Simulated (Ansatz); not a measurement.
Molecular dynamics, step by step

SiH3ClF (charge -1), closed shell, PBE-D4/def2-SVP (Ansatz 0.2.0). Settings (timestep in fs, temperature in K; T counts 12 degrees of freedom):

```yaml
hamiltonian: {xc: pbe, dispersion: d4}
md: {n_steps: 80, timestep: 0.5, temperature: 1000, ensemble: nve, seed: 326, initial_velocities: maxwell_boltzmann}
```

Start:

```
6
angstrom
F 0.1910 -0.4660 -1.5783
Si -0.0056 0.1485 -0.0134
Cl 0.0213 -1.9695 0.6794
H 1.2671 0.9577 -0.1450
H -0.1812 0.4940 1.4758
H -1.2926 0.8353 -0.4184
```

```
step  time (fs)  potential energy less the start (meV)  kinetic energy (meV)  T (K)
   0       0.00                                    0.0                 517.0   1000
   5       2.50                                  107.4                 410.6    794
  10       5.00                                  163.7                 353.8    684
  15       7.50                                  228.9                 288.8    559
  20      10.00                                  317.6                 200.5    388
  25      12.50                                  296.2                 221.8    429
  30      15.00                                  183.6                 334.1    646
  35      17.50                                  121.7                 395.5    765
  40      20.00                                  184.1                 334.0    646
  45      22.50                                  178.9                 338.5    655
  50      25.00                                  246.4                 271.4    525
  55      27.50                                  309.6                 208.4    403
  60      30.00                                  286.9                 231.0    447
  65      32.50                                  222.1                 295.5    572
  70      35.00                                  193.4                 324.2    627
  75      37.50                                  183.3                 334.5    647
  80      40.00                                  156.7                 360.6    697
```

Step 30, positions (Å) and forces (eV/Å):

```tsv
atom	x	y	z	Fx	Fy	Fz
F1	0.194	-0.507	-1.575	0.393	0.832	0.514
Si2	0.019	0.245	-0.024	-1.980	-1.612	-0.733
Cl3	0.010	-2.030	0.683	0.188	0.251	0.041
H4	1.026	1.349	-0.163	0.506	0.249	-0.549
H5	-0.086	0.457	1.457	0.157	0.162	0.754
H6	-1.483	0.695	-0.279	0.736	0.118	-0.027
```

Step 50, positions (Å) and forces (eV/Å):

```tsv
atom	x	y	z	Fx	Fy	Fz
F1	0.220	-0.492	-1.552	-0.182	-0.024	0.276
Si2	-0.003	0.259	-0.029	-0.148	0.565	-0.721
Cl3	0.008	-2.063	0.686	-0.099	0.746	0.088
H4	0.927	1.425	-0.661	-0.185	-0.386	0.934
H5	0.158	0.592	1.539	0.094	-0.240	-0.890
H6	-1.416	0.952	-0.272	0.520	-0.663	0.314
```

Step 70, positions (Å) and forces (eV/Å):

```
atom       x       y       z      Fx      Fy      Fz
  F1   0.240  -0.477  -1.520  -0.191  -0.469  -0.670
 Si2  -0.023   0.272  -0.058   1.835  -0.563  -0.133
 Cl3   0.003  -2.077   0.692  -0.278   0.539   0.086
  H4   0.842   1.429  -0.586   0.067   0.592  -0.121
  H5   0.518   0.561   1.307  -0.077  -0.250   0.740
  H6  -1.349   0.850  -0.104  -1.356   0.150   0.098
```

Last step (80):

F1  (0.245, -0.479, -1.514)
Si2  (-0.022, 0.277, -0.076)
Cl3  (-0.002, -2.078, 0.696)
H4  (0.845, 1.621, -0.521)
H5  (0.659, 0.459, 1.343)
H6  (-1.469, 0.695, 0.053)
(Å)

Hardware: 2 CPU threads of an Intel Xeon Platinum 8259CL, shared host. Wall time about 97 s.
